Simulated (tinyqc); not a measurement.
Inside a calculation. Method: MP2 on RHF in the sto-3g basis, for H2O, spin multiplicity 1. Computed by tinyqc, a small Python program that keeps every step (integrals from PySCF). Settings: charge = 0, multiplicity = 1, basis = sto-3g, method = RHF, energy threshold = 1e-10, iteration cap = 90, orthogonalisation = symmetric, start = atomic densities, DIIS depth = 6. Command: `OMP_NUM_THREADS=1 python tinyqc.py 22573 22574 out.jsonl` (the two numbers bound the seeds that draw the settings). One thread of a shared host (Intel(R) Xeon(R) Processor @ 2.60GHz), about 0.1 s of CPU time with the checks. The early iterations of the SCF are left out here.

## One-electron integrals

Geometry (angstrom):
```
atom         x          y         z
O     0.000000   0.000000  0.000000
H     0.000000   0.825000  0.802000
H     0.000000  -0.825000  0.802000
```

Basis sto-3g: exponents (1/bohr^2) and contraction coefficients of normalised primitives:
```
element  l (shell)    exponent  coefficient
O            s (1)  130.709320     0.154329
O            s (1)   23.808861     0.535328
O            s (1)    6.443608     0.444635
O            s (2)    5.033151    -0.099967
O            s (2)    1.169596     0.399513
O            s (2)    0.380389     0.700115
O            p (3)    5.033151     0.155916
O            p (3)    1.169596     0.607684
O            p (3)    0.380389     0.391957
H            s (1)    3.425251     0.154329
H            s (1)    0.623914     0.535328
H            s (1)    0.168855     0.444635
```

Overlap, kinetic and nuclear-attraction integrals over the contracted functions; the nuclear repulsion is the sum of Za Zb / Rab.

nuclear repulsion = 7.67948246 hartree

overlap S, order 1O 1s, 1O 2s, 1O 2px, 1O 2py, 1O 2pz, 2H 1s, 3H 1s:
$$\begin{pmatrix}
1.000000 & 0.236704 & 0.000000 & 0.000000 & 0.000000 & 0.034062 & 0.034062 \\
0.236704 & 1.000000 & 0.000000 & 0.000000 & 0.000000 & 0.357365 & 0.357365 \\
0.000000 & 0.000000 & 1.000000 & 0.000000 & 0.000000 & 0.000000 & 0.000000 \\
0.000000 & 0.000000 & 0.000000 & 1.000000 & 0.000000 & 0.230333 & -0.230333 \\
0.000000 & 0.000000 & 0.000000 & 0.000000 & 1.000000 & 0.223912 & 0.223912 \\
0.034062 & 0.357365 & 0.000000 & 0.230333 & 0.223912 & 1.000000 & 0.206217 \\
0.034062 & 0.357365 & 0.000000 & -0.230333 & 0.223912 & 0.206217 & 1.000000
\end{pmatrix}$$

kinetic energy T (hartree), order 1O 1s, 1O 2s, 1O 2px, 1O 2py, 1O 2pz, 2H 1s, 3H 1s:
$$\begin{pmatrix}
29.003200 & -0.168011 & 0.000000 & 0.000000 & 0.000000 & -0.008896 & -0.008896 \\
-0.168011 & 0.808128 & 0.000000 & 0.000000 & 0.000000 & 0.054576 & 0.054576 \\
0.000000 & 0.000000 & 2.528731 & 0.000000 & 0.000000 & 0.000000 & 0.000000 \\
0.000000 & 0.000000 & 0.000000 & 2.528731 & 0.000000 & 0.113396 & -0.113396 \\
0.000000 & 0.000000 & 0.000000 & 0.000000 & 2.528731 & 0.110234 & 0.110234 \\
-0.008896 & 0.054576 & 0.000000 & 0.113396 & 0.110234 & 0.760032 & -0.000329 \\
-0.008896 & 0.054576 & 0.000000 & -0.113396 & 0.110234 & -0.000329 & 0.760032
\end{pmatrix}$$

nuclear attraction V (hartree), order 1O 1s, 1O 2s, 1O 2px, 1O 2py, 1O 2pz, 2H 1s, 3H 1s:
$$\begin{pmatrix}
-61.538301 & -7.400811 & 0.000000 & 0.000000 & -0.014978 & -1.089822 & -1.089822 \\
-7.400811 & -9.968412 & 0.000000 & 0.000000 & -0.184563 & -2.713690 & -2.713690 \\
0.000000 & 0.000000 & -9.841762 & 0.000000 & 0.000000 & 0.000000 & 0.000000 \\
0.000000 & 0.000000 & 0.000000 & -9.924270 & 0.000000 & -1.530309 & 1.530309 \\
-0.014978 & -0.184563 & 0.000000 & 0.000000 & -9.919733 & -1.541120 & -1.541120 \\
-1.089822 & -2.713690 & 0.000000 & -1.530309 & -1.541120 & -5.163597 & -1.148607 \\
-1.089822 & -2.713690 & 0.000000 & 1.530309 & -1.541120 & -1.148607 & -5.163597
\end{pmatrix}$$

core Hamiltonian H = T + V (hartree), order 1O 1s, 1O 2s, 1O 2px, 1O 2py, 1O 2pz, 2H 1s, 3H 1s:
$$\begin{pmatrix}
-32.535101 & -7.568822 & 0.000000 & 0.000000 & -0.014978 & -1.098717 & -1.098717 \\
-7.568822 & -9.160284 & 0.000000 & 0.000000 & -0.184563 & -2.659114 & -2.659114 \\
0.000000 & 0.000000 & -7.313031 & 0.000000 & 0.000000 & 0.000000 & 0.000000 \\
0.000000 & 0.000000 & 0.000000 & -7.395538 & 0.000000 & -1.416913 & 1.416913 \\
-0.014978 & -0.184563 & 0.000000 & 0.000000 & -7.391002 & -1.430886 & -1.430886 \\
-1.098717 & -2.659114 & 0.000000 & -1.416913 & -1.430886 & -4.403565 & -1.148937 \\
-1.098717 & -2.659114 & 0.000000 & 1.416913 & -1.430886 & -1.148937 & -4.403565
\end{pmatrix}$$

## Two-electron integrals

Functions are numbered as in S; the eight-fold symmetry (ij|kl) = (ji|kl) = (kl|ij) leaves the list below.

Two-electron integrals (ij|kl) in chemists' order, unique and non-zero (hartree):
```
(11|11) 4.785065    (21|11) 0.741380    (21|21) 0.136873    (22|11) 1.118947
(22|21) 0.256633    (22|22) 0.817206    (31|31) 0.024477    (32|31) 0.037809
(32|32) 0.180518    (33|11) 1.115814    (33|21) 0.256684    (33|22) 0.817023
(33|33) 0.880159    (41|41) 0.024477    (42|41) 0.037809    (42|42) 0.180518
(43|43) 0.047444    (44|11) 1.115814    (44|21) 0.256684    (44|22) 0.817023
(44|33) 0.785270    (44|44) 0.880159    (51|51) 0.024477    (52|51) 0.037809
(52|52) 0.180518    (53|53) 0.047444    (54|54) 0.047444    (55|11) 1.115814
(55|21) 0.256684    (55|22) 0.817023    (55|33) 0.785270    (55|44) 0.785270
(55|55) 0.880159    (61|11) 0.107916    (61|21) 0.019774    (61|22) 0.036901
(61|33) 0.036829    (61|41) 0.000646    (61|42) 0.001218    (61|44) 0.036943
(61|51) 0.000628    (61|52) 0.001184    (61|54) 0.000111    (61|55) 0.036937
(61|61) 0.002893    (62|11) 0.285586    (62|21) 0.066423    (62|22) 0.237032
(62|33) 0.232837    (62|41) 0.003577    (62|42) 0.028339    (62|44) 0.239186
(62|51) 0.003477    (62|52) 0.027549    (62|54) 0.006171    (62|55) 0.238837
(62|61) 0.009802    (62|62) 0.088056    (63|31) 0.006664    (63|32) 0.039823
(63|43) 0.005752    (63|53) 0.005591    (63|63) 0.011995    (64|11) 0.154516
(64|21) 0.036377    (64|22) 0.138597    (64|33) 0.132441    (64|41) 0.008368
(64|42) 0.055349    (64|44) 0.147444    (64|51) 0.001657    (64|52) 0.015093
(64|54) 0.008994    (64|55) 0.135748    (64|61) 0.005583    (64|62) 0.062597
(64|64) 0.055989    (65|11) 0.150208    (65|21) 0.035363    (65|22) 0.134733
(65|33) 0.128748    (65|41) 0.001657    (65|42) 0.015093    (65|44) 0.132151
(65|51) 0.008275    (65|52) 0.054495    (65|54) 0.009059    (65|55) 0.143146
(65|61) 0.005428    (65|62) 0.060852    (65|64) 0.042767    (65|65) 0.053570
(66|11) 0.451824    (66|21) 0.106768    (66|22) 0.438813    (66|33) 0.421886
(66|41) 0.006891    (66|42) 0.076862    (66|44) 0.447717    (66|51) 0.006698
(66|52) 0.074719    (66|54) 0.025111    (66|55) 0.446297    (66|61) 0.015858
(66|62) 0.213335    (66|64) 0.173090    (66|65) 0.168264    (66|66) 0.774606
(71|11) 0.107916    (71|21) 0.019774    (71|22) 0.036901    (71|33) 0.036829
(71|41) -0.000646   (71|42) -0.001218   (71|44) 0.036943    (71|51) 0.000628
(71|52) 0.001184    (71|54) -0.000111   (71|55) 0.036937    (71|61) 0.002856
(71|62) 0.009543    (71|64) 0.005004    (71|65) 0.005289    (71|66) 0.015338
(71|71) 0.002893    (72|11) 0.285586    (72|21) 0.066423    (72|22) 0.237032
(72|33) 0.232837    (72|41) -0.003577   (72|42) -0.028339   (72|44) 0.239186
(72|51) 0.003477    (72|52) 0.027549    (72|54) -0.006171   (72|55) 0.238837
(72|61) 0.009543    (72|62) 0.071945    (72|64) 0.035348    (72|65) 0.048442
(72|66) 0.142971    (72|71) 0.009802    (72|72) 0.088056    (73|31) 0.006664
(73|32) 0.039823    (73|43) -0.005752   (73|53) 0.005591    (73|63) 0.009504
(73|73) 0.011995    (74|11) -0.154516   (74|21) -0.036377   (74|22) -0.138597
(74|33) -0.132441   (74|41) 0.008368    (74|42) 0.055349    (74|44) -0.147444
(74|51) -0.001657   (74|52) -0.015093   (74|54) 0.008994    (74|55) -0.135748
(74|61) -0.005004   (74|62) -0.035348   (74|64) -0.008258   (74|65) -0.023326
(74|66) -0.063499   (74|71) -0.005583   (74|72) -0.062597   (74|74) 0.055989
(75|11) 0.150208    (75|21) 0.035363    (75|22) 0.134733    (75|33) 0.128748
(75|41) -0.001657   (75|42) -0.015093   (75|44) 0.132151    (75|51) 0.008275
(75|52) 0.054495    (75|54) -0.009059   (75|55) 0.143146    (75|61) 0.005289
(75|62) 0.048442    (75|64) 0.023326    (75|65) 0.041650    (75|66) 0.105264
(75|71) 0.005428    (75|72) 0.060852    (75|74) -0.042767   (75|75) 0.053570
(76|11) 0.111581    (76|21) 0.026243    (76|22) 0.103309    (76|33) 0.100551
(76|44) 0.102179    (76|51) 0.002023    (76|52) 0.019863    (76|55) 0.107080
(76|61) 0.003845    (76|62) 0.039813    (76|64) 0.024544    (76|65) 0.030937
(76|66) 0.106029    (76|71) 0.003845    (76|72) 0.039813    (76|74) -0.024544
(76|75) 0.030937    (76|76) 0.023378    (77|11) 0.451824    (77|21) 0.106768
(77|22) 0.438813    (77|33) 0.421886    (77|41) -0.006891   (77|42) -0.076862
(77|44) 0.447717    (77|51) 0.006698    (77|52) 0.074719    (77|54) -0.025111
(77|55) 0.446297    (77|61) 0.015338    (77|62) 0.142971    (77|64) 0.063499
(77|65) 0.105264    (77|66) 0.316907    (77|71) 0.015858    (77|72) 0.213335
(77|74) -0.173090   (77|75) 0.168264    (77|76) 0.106029    (77|77) 0.774606
```

## Orthogonalisation

S = U s U^T; symmetric (Loewdin) form X = U s^(-1/2) U^T, so that X^T S X = 1.

eigenvalues of S: [0.466735, 0.555222, 0.877433, 1.000000, 1.115073, 1.238561, 1.746977]

X, order 1O 1s, 1O 2s, 1O 2px, 1O 2py, 1O 2pz, 2H 1s, 3H 1s:
$$\begin{pmatrix}
1.023401 & -0.134621 & 0.000000 & 0.000000 & -0.007271 & 0.017445 & 0.017445 \\
-0.134621 & 1.132750 & 0.000000 & 0.000000 & 0.067821 & -0.196914 & -0.196914 \\
0.000000 & 0.000000 & 1.000000 & 0.000000 & 0.000000 & 0.000000 & 0.000000 \\
0.000000 & 0.000000 & 0.000000 & 1.053377 & 0.000000 & -0.149489 & 0.149489 \\
-0.007271 & 0.067821 & 0.000000 & 0.000000 & 1.041504 & -0.120971 & -0.120971 \\
0.017445 & -0.196914 & 0.000000 & -0.149489 & -0.120971 & 1.112222 & -0.074993 \\
0.017445 & -0.196914 & 0.000000 & 0.149489 & -0.120971 & -0.074993 & 1.112222
\end{pmatrix}$$

## Iteration 8 (converged): orbitals

converged F (hartree), order 1O 1s, 1O 2s, 1O 2px, 1O 2py, 1O 2pz, 2H 1s, 3H 1s:
$$\begin{pmatrix}
-20.273734 & -5.166343 & 0.000000 & 0.000000 & -0.024076 & -0.758246 & -0.758246 \\
-5.166343 & -2.409941 & 0.000000 & 0.000000 & -0.066984 & -0.737186 & -0.737186 \\
0.000000 & 0.000000 & -0.394612 & 0.000000 & 0.000000 & 0.000000 & 0.000000 \\
0.000000 & 0.000000 & 0.000000 & -0.216372 & 0.000000 & -0.320609 & 0.320609 \\
-0.024076 & -0.066984 & 0.000000 & 0.000000 & -0.252803 & -0.342966 & -0.342966 \\
-0.758246 & -0.737186 & 0.000000 & -0.320609 & -0.342966 & -0.382324 & -0.263099 \\
-0.758246 & -0.737186 & 0.000000 & 0.320609 & -0.342966 & -0.263099 & -0.382324
\end{pmatrix}$$

Diagonalise F' = X^T F X, C = X C', fill 5 alpha and 5 beta electrons from the bottom; D = 2 C_occ C_occ^T. Each column has its largest component positive (the first on a tie).

F' = X^T F X (hartree):
$$\begin{pmatrix}
-19.901059 & -2.678933 & 0.000000 & 0.000000 & -0.053274 & -0.075992 & -0.075992 \\
-2.678933 & -1.349433 & 0.000000 & 0.000000 & 0.101340 & -0.363020 & -0.363020 \\
0.000000 & 0.000000 & -0.394612 & 0.000000 & 0.000000 & 0.000000 & 0.000000 \\
0.000000 & 0.000000 & 0.000000 & -0.043472 & 0.000000 & -0.360047 & 0.360047 \\
-0.053274 & 0.101340 & 0.000000 & 0.000000 & -0.114904 & -0.310686 & -0.310686 \\
-0.075992 & -0.363020 & 0.000000 & -0.360047 & -0.310686 & -0.033394 & -0.083280 \\
-0.075992 & -0.363020 & 0.000000 & 0.360047 & -0.310686 & -0.083280 & -0.033394
\end{pmatrix}$$

orbital energies (hartree): MO1 -20.281829, MO2 -1.203079, MO3 -0.508112, MO4 -0.454580, MO5 -0.394612, MO6 0.457417, MO7 0.514525

coefficients C, order 1O 1s, 1O 2s, 1O 2px, 1O 2py, 1O 2pz, 2H 1s, 3H 1s:
$$\begin{pmatrix}
0.994546 & -0.241151 & 0.000000 & 0.094185 & 0.000000 & -0.099943 & 0.000000 \\
0.023334 & 0.901648 & 0.000000 & -0.476749 & 0.000000 & 0.585315 & 0.000000 \\
0.000000 & 0.000000 & 0.000000 & 0.000000 & 1.000000 & 0.000000 & 0.000000 \\
0.000000 & 0.000000 & 0.635604 & 0.000000 & 0.000000 & 0.000000 & 0.866202 \\
0.002988 & 0.078557 & 0.000000 & 0.702896 & 0.000000 & 0.786389 & 0.000000 \\
-0.004090 & 0.136320 & 0.455439 & 0.355533 & 0.000000 & -0.668306 & -0.720876 \\
-0.004090 & 0.136320 & -0.455439 & 0.355533 & 0.000000 & -0.668306 & 0.720876
\end{pmatrix}$$

D after iteration 8, order 1O 1s, 1O 2s, 1O 2px, 1O 2py, 1O 2pz, 2H 1s, 3H 1s:
$$\begin{pmatrix}
2.112292 & -0.478258 & 0.000000 & 0.000000 & 0.100461 & -0.006911 & -0.006911 \\
-0.478258 & 2.081605 & 0.000000 & 0.000000 & -0.528409 & -0.093366 & -0.093366 \\
0.000000 & 0.000000 & 2.000000 & 0.000000 & 0.000000 & 0.000000 & 0.000000 \\
0.000000 & 0.000000 & 0.000000 & 0.807986 & 0.000000 & 0.578958 & -0.578958 \\
0.100461 & -0.528409 & 0.000000 & 0.000000 & 1.000487 & 0.521199 & 0.521199 \\
-0.006911 & -0.093366 & 0.000000 & 0.578958 & 0.521199 & 0.704856 & -0.124843 \\
-0.006911 & -0.093366 & 0.000000 & -0.578958 & 0.521199 & -0.124843 & 0.704856
\end{pmatrix}$$

## Convergence

Stop when the energy changes by less than 1e-10 hartree and every element of the error matrix X^T (F D S - S D F) X is below 3e-06.

Course of the cycle:
```
iteration   E (hartree)     change  largest element of the error matrix
1          -75.08468012          -                             9.18e-01
2          -74.86585186   2.19e-01                             2.05e-01
3          -74.91948037  -5.36e-02                             3.81e-02
4          -74.92170060  -2.22e-03                             4.01e-03
5          -74.92173259  -3.20e-05                             5.17e-04
6          -74.92173354  -9.53e-07                             1.60e-04
7          -74.92173364  -1.05e-07                             3.54e-07
8          -74.92173364  -2.84e-13                             2.20e-09
```

PySCF RHF in the same basis = -74.92173364 hartree

Converged in 8 iterations.

## Integrals over molecular orbitals

(pq|rs) = sum C_ip C_jq C_kr C_ls (ij|kl), one index at a time.

one-electron integrals over orbitals h = C^T H C (hartree):
$$\begin{pmatrix}
-32.518858 & 0.570574 & 0.000000 & -0.211671 & 0.000000 & 0.227581 & 0.000000 \\
0.570574 & -7.549357 & 0.000000 & 0.556550 & 0.000000 & -1.149805 & 0.000000 \\
0.000000 & 0.000000 & -5.978592 & 0.000000 & 0.000000 & 0.000000 & -1.754126 \\
-0.211671 & 0.556550 & 0.000000 & -6.399167 & 0.000000 & -1.409619 & 0.000000 \\
0.000000 & 0.000000 & 0.000000 & 0.000000 & -7.313031 & 0.000000 & 0.000000 \\
0.227581 & -1.149805 & 0.000000 & -1.409619 & 0.000000 & -5.400656 & 0.000000 \\
0.000000 & 0.000000 & -1.754126 & 0.000000 & 0.000000 & 0.000000 & -5.392505
\end{pmatrix}$$

Two-electron integrals over orbitals (pq|rs), unique and non-zero (hartree):
```
(11|11) 4.747431    (21|11) -0.431850   (21|21) 0.062055    (22|11) 1.025389
(22|21) -0.015669   (22|22) 0.726616    (31|31) 0.011336    (32|31) 0.017445
(32|32) 0.126882    (33|11) 0.770668    (33|21) -0.005075   (33|22) 0.616654
(33|33) 0.592009    (41|11) 0.167169    (41|21) -0.022392   (41|22) 0.012089
(41|33) 0.005595    (41|41) 0.022839    (42|11) -0.157468   (42|21) 0.008086
(42|22) -0.030895   (42|33) 0.001005    (42|41) 0.016675    (42|42) 0.129010
(43|31) -0.002990   (43|32) 0.025225    (43|43) 0.059324    (44|11) 0.894463
(44|21) -0.010455   (44|22) 0.645759    (44|33) 0.560211    (44|41) -0.007267
(44|42) -0.083563   (44|44) 0.664377    (51|51) 0.025941    (52|51) 0.033386
(52|52) 0.151772    (53|53) 0.026861    (54|51) -0.012019   (54|52) -0.045124
(54|54) 0.046209    (55|11) 1.115364    (55|21) -0.012244   (55|22) 0.756889
(55|33) 0.603904    (55|41) 0.004740    (55|42) -0.085728   (55|44) 0.668364
(55|55) 0.880159    (61|11) -0.178757   (61|21) 0.027520    (61|22) -0.001281
(61|33) 0.001025    (61|41) 0.003997    (61|42) 0.021332    (61|44) -0.014805
(61|55) -0.004873   (61|61) 0.025371    (62|11) 0.250156    (62|21) -0.005478
(62|22) 0.127852    (62|33) 0.069143    (62|41) 0.018500    (62|42) 0.035584
(62|44) 0.050032    (62|55) 0.133537    (62|61) 0.012696    (62|62) 0.095480
(63|31) 0.003024    (63|32) -0.027122   (63|43) -0.035961   (63|63) 0.066814
(64|11) 0.290255    (64|21) -0.004150   (64|22) 0.137156    (64|33) 0.055118
(64|41) -0.000426   (64|42) -0.063681   (64|44) 0.130510    (64|55) 0.162737
(64|61) -0.003682   (64|62) 0.053699    (64|64) 0.113361    (65|51) 0.011839
(65|52) 0.047068    (65|54) 0.007802    (65|65) 0.033926    (66|11) 0.803644
(66|21) -0.007908   (66|22) 0.602254    (66|33) 0.551330    (66|41) 0.016631
(66|42) 0.039474    (66|44) 0.551102    (66|55) 0.588183    (66|61) 0.009374
(66|62) 0.095740    (66|64) 0.060924    (66|66) 0.589215    (71|31) 0.014139
(71|32) 0.020873    (71|43) -0.003760   (71|63) 0.003259    (71|71) 0.017658
(72|31) 0.015012    (72|32) 0.055802    (72|43) -0.032642   (72|63) 0.029494
(72|71) 0.018002    (72|72) 0.067378    (73|11) 0.370962    (73|21) -0.006979
(73|22) 0.166549    (73|33) 0.091194    (73|41) -0.000275   (73|42) -0.084175
(73|44) 0.126344    (73|55) 0.204471    (73|61) -0.005716   (73|62) 0.063142
(73|64) 0.113140    (73|66) 0.049803    (73|73) 0.166439    (74|31) -0.008343
(74|32) -0.073412   (74|43) -0.019976   (74|63) 0.054653    (74|71) -0.010457
(74|72) -0.014696   (74|74) 0.075656    (75|53) 0.023753    (75|75) 0.023821
(76|31) 0.006855    (76|32) 0.077488    (76|43) 0.064395    (76|63) -0.057335
(76|71) 0.008397    (76|72) -0.006983   (76|74) -0.063069   (76|76) 0.106540
(77|11) 0.804592    (77|21) -0.008130   (77|22) 0.595965    (77|33) 0.575485
(77|41) 0.003883    (77|42) -0.012952   (77|44) 0.560582    (77|55) 0.592367
(77|61) -0.002486   (77|62) 0.055596    (77|64) 0.047281    (77|66) 0.549051
(77|73) 0.082100    (77|77) 0.581143
```

## Second-order Moller-Plesset energy

Hartree-Fock energy = -74.92173364 hartree

E2 = sum_ijab (ia|jb) [2 (ia|jb) - (ib|ja)] / (e_i + e_j - e_a - e_b) over occupied i, j and virtual a, b; the opposite-spin part is (ia|jb)^2 / denominator, the rest is same-spin, and SCS-MP2 scales them by 6/5 and 1/3.

Terms:
```
i  j  a  b    (ia|jb)    (ib|ja)  denominator       term
3  3  7  7   0.166439   0.166439    -2.045274  -0.013544
3  4  7  6   0.113140   0.054653    -1.934634  -0.010037
4  3  6  7   0.113140   0.054653    -1.934634  -0.010037
4  4  6  6   0.113361   0.113361    -1.823994  -0.007045
4  4  7  7   0.075656   0.075656    -1.938210  -0.002953
2  2  6  6   0.095480   0.095480    -3.320993  -0.002745
3  3  6  6   0.066814   0.066814    -1.931058  -0.002312
3  2  7  6   0.063142   0.029494    -2.683134  -0.002278
2  3  6  7   0.063142   0.029494    -2.683134  -0.002278
2  2  7  7   0.067378   0.067378    -3.435209  -0.001322
2  4  6  6   0.053699   0.053699    -2.572493  -0.001121
4  2  6  6   0.053699   0.053699    -2.572493  -0.001121
5  5  6  6   0.033926   0.033926    -1.704059  -0.000675
5  5  7  7   0.023821   0.023821    -1.818275  -0.000312
4  3  7  6   0.054653   0.113140    -1.934634   0.000108
3  4  6  7   0.054653   0.113140    -1.934634   0.000108
4  2  7  7  -0.014696  -0.014696    -2.686709  -0.000080
2  4  7  7  -0.014696  -0.014696    -2.686709  -0.000080
2  3  7  6   0.029494   0.063142    -2.683134   0.000046
3  2  6  7   0.029494   0.063142    -2.683134   0.000046
1  1  6  6   0.025371   0.025371   -41.478492  -0.000016
2  1  7  7   0.018002   0.018002   -22.513959  -0.000014
1  2  7  7   0.018002   0.018002   -22.513959  -0.000014
1  1  7  7   0.017658   0.017658   -41.592708  -0.000007
2  1  6  6   0.012696   0.012696   -22.399743  -0.000007
1  2  6  6   0.012696   0.012696   -22.399743  -0.000007
1  4  7  7  -0.010457  -0.010457   -21.765459  -0.000005
4  1  7  7  -0.010457  -0.010457   -21.765459  -0.000005
3  1  7  6  -0.005716   0.003259   -21.761883  -3.86e-06
1  3  6  7  -0.005716   0.003259   -21.761883  -3.86e-06
3  1  6  7   0.003259  -0.005716   -21.761883  -1.83e-06
1  3  7  6   0.003259  -0.005716   -21.761883  -1.83e-06
4  1  6  6  -0.003682  -0.003682   -21.651243  -6.26e-07
1  4  6  6  -0.003682  -0.003682   -21.651243  -6.26e-07
```

Pair energies (hartree; pair i-j sums ij and ji):
```
pair  opposite spin  same spin
1-1       -0.000023   0.000000
2-1       -0.000043   0.000000
2-2       -0.004067   0.000000
3-1       -3.98e-06  -0.000007
3-2       -0.003620  -0.000844
3-3       -0.015856   0.000000
4-1       -0.000011   0.000000
4-2       -0.002403   0.000000
4-3       -0.016321  -0.003536
4-4       -0.009998   0.000000
5-5       -0.000987   0.000000
```

MP2 correlation energy = -0.05772176 hartree

SCS-MP2 correlation energy = -0.06546349 hartree

MP2 total energy = -74.97945540 hartree
